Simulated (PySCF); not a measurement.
PySCF input (BP86/def2-SVP):

```python
from pyscf import gto, dft

mol = gto.M(
    atom='''
    O     1.06982681   -0.18778777    0.05497058
    N    -0.00660330    0.46114076    0.01021508
    O    -1.06404892   -0.21571040   -0.06390877
    ''',
    basis='def2-svp',
    charge=-1,
    spin=0,
    verbose=4,
)

mf = dft.RKS(mol, xc='bp86')
mf.grids.level = 3
mf.conv_tol = 1e-9
mf.max_cycle = 100
mf.max_memory = 1500
mf.kernel()
if not mf.converged:
    mf = mf.newton()
    mf.kernel(mf.make_rdm1())
mf.dip_moment()
```

**Question.** Predict the final energy.

**Answer.** -204.98505 Eh.
